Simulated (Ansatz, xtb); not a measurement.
C4H8O2: which of two isomers lies lower

Structure a is `CO[C@@H]1O[C@@H]1C`, a singlet and structure b is `CO[C@@]1(C)CO1`, a singlet. Both are isolated molecules in the gas phase, relaxed with PBE-D3(BJ)/def2-SVP; the shapes shown needn't be the lowest conformers.

a (Å):

```yaml
atoms:
  - { symbol: C, position_ang: [1.7910, -2.7796, -0.0266] }
  - { symbol: C, position_ang: [0.6842, -0.8153, 0.5764] }
  - { symbol: C, position_ang: [-0.6440, -0.2106, 0.7611] }
  - { symbol: C, position_ang: [-1.8471, -0.6787, -0.0150] }
  - { symbol: O, position_ang: [0.8309, -1.7959, -0.3803] }
  - { symbol: O, position_ang: [-0.0836, -1.1261, 1.7345] }
  - { symbol: H, position_ang: [1.8700, -3.4843, -0.8759] }
  - { symbol: H, position_ang: [1.4831, -3.3395, 0.8843] }
  - { symbol: H, position_ang: [2.7943, -2.3274, 0.1583] }
  - { symbol: H, position_ang: [1.6180, -0.2461, 0.7857] }
  - { symbol: H, position_ang: [-0.6809, 0.8404, 1.1146] }
  - { symbol: H, position_ang: [-1.6766, -1.6929, -0.4203] }
  - { symbol: H, position_ang: [-2.0512, 0.0125, -0.8586] }
  - { symbol: H, position_ang: [-2.7455, -0.6954, 0.6351] }
```

b (Å):

```tsv
atom	x (Å)	y (Å)	z (Å)
C	1.0697	-1.9937	-1.3636
C	-0.5182	-1.6739	0.3572
C	-0.8362	-0.2009	0.2262
C	-1.0838	-2.5252	1.4152
O	-0.1981	-2.3356	-0.8234
O	0.2683	-2.0372	1.4934
H	1.8784	-2.1369	-0.6131
H	1.1091	-0.9441	-1.7367
H	1.2490	-2.6725	-2.2187
H	0.0612	0.3691	-0.0883
H	-1.1735	0.2101	1.1956
H	-1.6294	-0.0451	-0.5316
H	-1.7908	-2.1033	2.1555
H	-1.1900	-3.6055	1.2044
```

**Question.** Estimate which is lower in electronic energy at CCSD(T)/def2-SVP + ΔMP2/def2-TZVPP, and by roughly how much.

**Answer.** CCSD(T)/def2-SVP + ΔMP2/def2-TZVPP gives E(b) − E(a) = +0.14 kJ/mol, slightly favouring structure a, which is too small a margin to settle the true order.

The same difference at several levels:

```json
{"level": "GFN2-xTB", "geometry": "GFN2-xTB", "E(b) − E(a) (kJ/mol)": "−0.73", "departure from the last row (kJ/mol)": "−0.87", "job, with rough time for the two": "optimisation, 0.17 s"}
{"level": "HF/STO-3G", "geometry": "GFN2-xTB", "E(b) − E(a) (kJ/mol)": "−0.06", "departure from the last row (kJ/mol)": "−0.20", "job, with rough time for the two": "single point, 0.42 s"}
{"level": "r2SCAN-D4/def2-SVP", "geometry": "GFN2-xTB", "E(b) − E(a) (kJ/mol)": "+2.70", "departure from the last row (kJ/mol)": "+2.56", "job, with rough time for the two": "single point, 4.9 s"}
{"level": "PBE-D3(BJ)/def2-SVP", "geometry": "PBE-D3(BJ)/def2-SVP", "E(b) − E(a) (kJ/mol)": "+3.91", "departure from the last row (kJ/mol)": "+3.77", "job, with rough time for the two": "optimisation, 30 s"}
{"level": "HF/def2-SVP", "geometry": "PBE-D3(BJ)/def2-SVP", "E(b) − E(a) (kJ/mol)": "+3.20", "departure from the last row (kJ/mol)": "+3.06", "job, with rough time for the two": "part of the CCSD(T) run"}
{"level": "MP2/def2-SVP", "geometry": "PBE-D3(BJ)/def2-SVP", "E(b) − E(a) (kJ/mol)": "+0.60", "departure from the last row (kJ/mol)": "+0.45", "job, with rough time for the two": "part of the CCSD(T) run"}
{"level": "CCSD(T)/def2-SVP", "geometry": "PBE-D3(BJ)/def2-SVP", "E(b) − E(a) (kJ/mol)": "+0.56", "departure from the last row (kJ/mol)": "+0.42", "job, with rough time for the two": "single point"}
{"level": "CCSD(T)/def2-SVP + ΔMP2/def2-TZVPP", "geometry": "PBE-D3(BJ)/def2-SVP", "E(b) − E(a) (kJ/mol)": "+0.14", "departure from the last row (kJ/mol)": "", "job, with rough time for the two": "single point, 89 s"}
```

As drawn, both hold the same kinds of bond in the same numbers.

The largest departure from CCSD(T)/def2-SVP + ΔMP2/def2-TZVPP is that of PBE-D3(BJ)/def2-SVP, 3.77 kJ/mol. The last row adds to CCSD(T) the change of the MP2 difference between the two basis sets, here −0.42 kJ/mol.

With thermal terms from frequencies at re-optimised GFN2-xTB minima (ideal gas, soft modes damped towards free rotors, one conformer each, 298.15 K, 1 atm): the zero-point term adds −0.94 kJ/mol; ΔH is −0.74 and ΔG −0.52 kJ/mol.

The correlated steps freeze 6 core orbitals. Run with Ansatz 0.2.0, xtb 6.7.1; the last row on 2 threads of Arm Neoverse V1 on a shared host.
